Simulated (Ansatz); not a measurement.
Si₂H₇F (SMILES [SiH4].[SiH3]F), closed shell: a trajectory.

The input file, in.yaml:

```yaml
crystal:
  periodic: [false, false, false]
  atoms:
    - {symbol: Si, position_ang: [-0.080393, -0.088812, -2.013216]}
    - {symbol: H, position_ang: [-0.682617, -0.511525, -3.304278]}
    - {symbol: H, position_ang: [0.472855, 1.279993, -2.149821]}
    - {symbol: H, position_ang: [0.993949, -1.041220, -1.639166]}
    - {symbol: H, position_ang: [-1.138049, -0.100175, -0.968715]}
    - {symbol: Si, position_ang: [0.059454, 0.074431, 2.043145]}
    - {symbol: F, position_ang: [1.034756, 0.728317, 0.952216]}
    - {symbol: H, position_ang: [-0.110155, -1.360077, 1.715393]}
    - {symbol: H, position_ang: [-1.240538, 0.782323, 1.990553]}
    - {symbol: H, position_ang: [0.690841, 0.236547, 3.373890]}
basis:
  gaussian: {orbitals: def2-SVP}
hamiltonian: {xc: pbe0, dispersion: d4}
md: {n_steps: 30, timestep: 0.5, temperature: 200, ensemble: nve, seed: 699, initial_velocities: maxwell_boltzmann}
```

Command:

```bash
ansatz run in.yaml --threads 4 --pin off --events-out ev --progress --plain --max-ram 9574MiB
```

Output of Ansatz 0.2.0:

```
Functional definition: PBE0
  name "PBE0"
  cite "Adamo & Barone, J. Chem. Phys. 110, 6158 (1999) doi:10.1063/1.478522"
  cite "Perdew, Burke & Ernzerhof, Phys. Rev. Lett. 77, 3865 (1996) doi:10.1103/PhysRevLett.77.3865"
  parent pbe
  parameter a = 0.25
  parameter kappa = 0.804
  parameter beta = 0.06672455060314922
  exchange = (1 - a)*pbe_x(kappa = kappa, mu = beta*pi^2/3) + a*exact_x
  correlation = pbe_c(beta = beta)
875 factors; integrals over basis functions are off by at most 3.1e-4 eV
mean field evaluation 1: about -18568.9150 eV, gradient 2.6e1 eV
mean field evaluation 2: about -18567.9120 eV, gradient 3.8e1 eV
mean field evaluation 4: about -18570.0609 eV, gradient 3.5e-1 eV
mean field evaluation 8: about -18570.0628 eV, gradient 5.9e-3 eV
mean field -18570.06277092 eV, -682.4372195909 hartree, gradient 2.7e-5 eV, S^2 0.000000; 0 other end points of the search recorded, 0 dependent functions left out
the calculation of the forces begins
reference -18570.06280044 eV, -682.4372206755 hartree; 22, 22 occupied and 63, 63 virtual orbitals, 875 factors
md step     0: t =     0.00 fs  T =   200.0 K  F+E_penalty+E_count = -18570.18528797 eV  E_kin = 0.206816 eV  conserved = -18569.97847197 eV  (21 SCF iters)
md step     1: t =     0.50 fs  T =   198.5 K  F+E_penalty+E_count = -18570.18369646 eV  E_kin = 0.205245 eV  conserved = -18569.97845139 eV  (22 SCF iters)
md step     2: t =     1.00 fs  T =   194.1 K  F+E_penalty+E_count = -18570.17913979 eV  E_kin = 0.200725 eV  conserved = -18569.97841514 eV  (22 SCF iters)
md step     3: t =     1.50 fs  T =   187.4 K  F+E_penalty+E_count = -18570.17220311 eV  E_kin = 0.193834 eV  conserved = -18569.97836902 eV  (22 SCF iters)
md step     4: t =     2.00 fs  T =   179.2 K  F+E_penalty+E_count = -18570.16362425 eV  E_kin = 0.185303 eV  conserved = -18569.97832127 eV  (22 SCF iters)
md step     5: t =     2.50 fs  T =   170.1 K  F+E_penalty+E_count = -18570.15416663 eV  E_kin = 0.175887 eV  conserved = -18569.97828012 eV  (20 SCF iters)
md step     6: t =     3.00 fs  T =   160.8 K  F+E_penalty+E_count = -18570.14448972 eV  E_kin = 0.166238 eV  conserved = -18569.97825201 eV  (20 SCF iters)
md step     7: t =     3.50 fs  T =   151.6 K  F+E_penalty+E_count = -18570.13504768 eV  E_kin = 0.156808 eV  conserved = -18569.97823989 eV  (20 SCF iters)
md step     8: t =     4.00 fs  T =   142.9 K  F+E_penalty+E_count = -18570.12604314 eV  E_kin = 0.147801 eV  conserved = -18569.97824241 eV  (20 SCF iters)
md step     9: t =     4.50 fs  T =   134.6 K  F+E_penalty+E_count = -18570.11744738 eV  E_kin = 0.139193 eV  conserved = -18569.97825446 eV  (20 SCF iters)
md step    10: t =     5.00 fs  T =   126.5 K  F+E_penalty+E_count = -18570.10907841 eV  E_kin = 0.130810 eV  conserved = -18569.97826877 eV  (20 SCF iters)
md step    11: t =     5.50 fs  T =   118.4 K  F+E_penalty+E_count = -18570.10071247 eV  E_kin = 0.122434 eV  conserved = -18569.97827841 eV  (20 SCF iters)
md step    12: t =     6.00 fs  T =   110.2 K  F+E_penalty+E_count = -18570.09219483 eV  E_kin = 0.113917 eV  conserved = -18569.97827772 eV  (20 SCF iters)
md step    13: t =     6.50 fs  T =   101.8 K  F+E_penalty+E_count = -18570.08352544 eV  E_kin = 0.105260 eV  conserved = -18569.97826538 eV  (20 SCF iters)
md step    14: t =     7.00 fs  T =    93.5 K  F+E_penalty+E_count = -18570.07489379 eV  E_kin = 0.096653 eV  conserved = -18569.97824105 eV  (20 SCF iters)
md step    15: t =     7.50 fs  T =    85.5 K  F+E_penalty+E_count = -18570.06667268 eV  E_kin = 0.088464 eV  conserved = -18569.97820845 eV  (20 SCF iters)
md step    16: t =     8.00 fs  T =    78.5 K  F+E_penalty+E_count = -18570.05936708 eV  E_kin = 0.081194 eV  conserved = -18569.97817277 eV  (20 SCF iters)
md step    17: t =     8.50 fs  T =    72.9 K  F+E_penalty+E_count = -18570.05353994 eV  E_kin = 0.075401 eV  conserved = -18569.97813880 eV  (20 SCF iters)
md step    18: t =     9.00 fs  T =    69.3 K  F+E_penalty+E_count = -18570.04973182 eV  E_kin = 0.071621 eV  conserved = -18569.97811065 eV  (20 SCF iters)
md step    19: t =     9.50 fs  T =    68.0 K  F+E_penalty+E_count = -18570.04838715 eV  E_kin = 0.070295 eV  conserved = -18569.97809199 eV  (20 SCF iters)
md step    20: t =    10.00 fs  T =    69.3 K  F+E_penalty+E_count = -18570.04979563 eV  E_kin = 0.071710 eV  conserved = -18569.97808602 eV  (22 SCF iters)
md step    21: t =    10.50 fs  T =    73.5 K  F+E_penalty+E_count = -18570.05405163 eV  E_kin = 0.075958 eV  conserved = -18569.97809330 eV  (19 SCF iters)
md step    22: t =    11.00 fs  T =    80.2 K  F+E_penalty+E_count = -18570.06103878 eV  E_kin = 0.082925 eV  conserved = -18569.97811356 eV  (19 SCF iters)
md step    23: t =    11.50 fs  T =    89.2 K  F+E_penalty+E_count = -18570.07043300 eV  E_kin = 0.092288 eV  conserved = -18569.97814539 eV  (19 SCF iters)
md step    24: t =    12.00 fs  T =   100.1 K  F+E_penalty+E_count = -18570.08172498 eV  E_kin = 0.103539 eV  conserved = -18569.97818633 eV  (20 SCF iters)
md step    25: t =    12.50 fs  T =   112.2 K  F+E_penalty+E_count = -18570.09425946 eV  E_kin = 0.116027 eV  conserved = -18569.97823248 eV  (20 SCF iters)
md step    26: t =    13.00 fs  T =   124.8 K  F+E_penalty+E_count = -18570.10729259 eV  E_kin = 0.129012 eV  conserved = -18569.97828056 eV  (20 SCF iters)
md step    27: t =    13.50 fs  T =   137.1 K  F+E_penalty+E_count = -18570.12005729 eV  E_kin = 0.141732 eV  conserved = -18569.97832534 eV  (20 SCF iters)
md step    28: t =    14.00 fs  T =   148.4 K  F+E_penalty+E_count = -18570.13184026 eV  E_kin = 0.153479 eV  conserved = -18569.97836165 eV  (20 SCF iters)
md step    29: t =    14.50 fs  T =   158.3 K  F+E_penalty+E_count = -18570.14205828 eV  E_kin = 0.163672 eV  conserved = -18569.97838639 eV  (20 SCF iters)
md step    30: t =    15.00 fs  T =   166.3 K  F+E_penalty+E_count = -18570.15031780 eV  E_kin = 0.171921 eV  conserved = -18569.97839670 eV  (22 SCF iters)
Total energy: -18570.15034733 eV, -682.4404379643 hartree
Atom 0 at    -0.074575    -0.085385    -2.028623 Å, force    -0.013545    -0.044236    -0.018942 eV/Å
Atom 1 at    -0.722277    -0.509155    -3.299591 Å, force    -0.050837    -0.223147    -0.045167 eV/Å
Atom 2 at     0.659690     1.153816    -2.354353 Å, force     0.059983     0.332549     0.139441 eV/Å
Atom 3 at     0.893319    -1.087414    -1.522479 Å, force     0.079022    -0.219611    -0.057638 eV/Å
Atom 4 at    -1.130294     0.086611    -0.993786 Å, force    -0.071136     0.154530     0.031476 eV/Å
Atom 5 at     0.060052     0.054763     2.081745 Å, force     0.482299     0.570491    -0.866794 eV/Å
Atom 6 at     1.022367     0.753393     0.915817 Å, force    -0.570235    -0.485426     0.749890 eV/Å
Atom 7 at    -0.107625    -1.380617     1.751857 Å, force     0.040190    -0.101118    -0.012608 eV/Å
Atom 8 at    -1.244528     0.755614     2.072220 Å, force    -0.139903     0.045266    -0.042814 eV/Å
Atom 9 at     0.692747     0.246908     3.403804 Å, force     0.184163    -0.029299     0.123157 eV/Å
Dipole moment:    -0.160162    -0.134576     0.289421 e Å

[the SCF lines of later steps are left out]
```

The lines “mean field evaluation” count trial sets of orbitals through the whole run, from several starts and some on an approximate energy, so they need not fall steadily or lie above the final value.

The run took about 21 s on 4 CPU threads of an Arm Neoverse V2 (shared host).
